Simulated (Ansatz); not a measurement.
We consider 2H WSe2, described by PBE0 (Ansatz, an electronic-structure program, plane waves, PAW).

Settings: plane-wave cutoff 460 eV, 9×9×2 k mesh (along the axes of the cell as run), Fermi–Dirac smearing 0.01 eV, no spin polarisation, scalar-relativistic PAW data made under PBE.

Cell (measured lattice):

WSe2 has the hexagonal space group P6₃/mmc (No. 194), Pearson symbol hP6. Conventional cell: a = 3.2820 Å, b = 3.2820 Å, c = 12.9600 Å, α = 90.00°, β = 90.00°, γ = 120.00°. W on 2c has 6 Se at 2.527 Å (trigonal prismatic). Se on 4f is coordinated by 3 W at 2.527 Å (trigonal pyramidal). (Neighbours: up to the widest gap in distance over summed covalent radii, below 1.35, at either atom; cation-cation and far metal-metal contacts left out.)

**Question.** Give the computed band gap, smallest direct gap on the k points sampled and Γ–Γ gap.

**Answer.** 
- band gap = 2.07 eV
- smallest direct gap on the k points sampled = 2.63 eV
- Γ–Γ gap = 3.99 eV

Note: cell and atoms aren't relaxed at this level (largest force component 0.27 eV/Å).

Spin–orbit coupling is not included.

Static lattice: no zero-point or thermal effects.

Computing time: about 7 core-minutes (a rough figure).
